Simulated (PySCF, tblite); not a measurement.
# C5H9O radical: geometry, infrared bands and EPR parameters

What infrared bands and EPR parameters should C5H9O radical (`[CH2][C@H](C)OC=C`) show?

The runs use tblite 0.8.0 and PySCF 2.14.0, with density-fitted response routines of our own; the level of theory stands in each step. All values are computed, except where a source is named. Atoms are numbered from 0 throughout.

## Step 1: Starting geometry

15 atoms, charge 0, multiplicity 2; geometry from: force field or distance geometry start.

Bonds of the start (Å): C0–C1 1.51, C1–C2 1.49, C1–O3 1.40, O3–C4 1.38, C4–C5 1.32, C0–H6 1.11, C0–H7 1.11, C1–H8 1.14, C2–H9 1.12, C2–H10 1.10, C2–H11 1.14, C4–H12 1.10, C5–H13 1.09, C5–H14 1.08.

## Step 2: Geometry optimisation with GFN2-xTB

Job settings and geometry (Å):

```
{"job": {"kind": "relax", "xc": "GFN2-xTB", "basis": "xTB"}, "charge": 0, "multiplicity": 2}
C     -1.996300    -1.109500    -0.063900
C     -0.745500    -0.278500     0.040500
C     -0.951100     1.123500    -0.424900
O      0.398000    -0.886900    -0.497700
C      1.672500    -0.360500    -0.507400
C      2.290500     0.091400     0.568500
H     -2.563000    -0.964600     0.881400
H     -1.726900    -2.182000    -0.111900
H     -0.551100    -0.209800     1.164400
H     -1.448700     1.722900     0.385000
H     -0.014900     1.645000    -0.673800
H     -1.685600     1.156000    -1.293700
H      2.163300    -0.317500    -1.488200
H      3.297400     0.492300     0.442900
H      1.856900     0.086100     1.556900
```

Command:

```sh
OMP_NUM_THREADS=1 python probes_run.py task.json out
```

The driver reads the jobs from task.json and runs them one after another.

**Question.** This job is followed by: GFN2-xTB harmonic vibrations, gas phase; UKS B3LYP, pcH-1 on C H O, non-relativistic, mean-field spin-orbit, GIAO. Predict these results of the whole session: strongest single infrared mode (GFN2-xTB); zero-point energy (GFN2-xTB); g(iso) (B3LYP); ⟨S²⟩; largest a(iso) (averaged by class); potential on the surface of density 0.002 e/bohr³, 1st and 99th percentile.

As calculated:

| quantity | value |
| --- | --- |
| strongest single infrared mode (GFN2-xTB) | 1707 cm⁻¹, 199 km/mol |
| zero-point energy (GFN2-xTB) | 77.1 kcal/mol |
| g(iso) (B3LYP) | 2.00256 |
| ⟨S²⟩ | 0.754 (exact 0.75) |
| largest a(iso) (averaged by class) | 1H on H8, 121.6 MHz |
| potential on the surface of density 0.002 e/bohr³, 1st and 99th percentile | -1.10 V and 0.88 V |

**Reading.** The optimisation took 84 steps and gained 0.918 eV; among the close pairs (by a distance rule), C1–C2 changed most, from 1.491 to 1.543 Å. All 39 modes are real, so the xTB geometry is a minimum. The strongest single mode, at 1707 cm⁻¹, moves mainly C4 and C5. GFN2-xTB is a fitted tight-binding method: band positions and strengths are rough. Its intensities can rank the bands wrongly. C0 carries the largest spin population, 1.08 e. The isotropic g lies 0.2 ppt above the free-electron value. The conformer search found further structures of the same energy, which may be mirror or relabelled copies of this one.
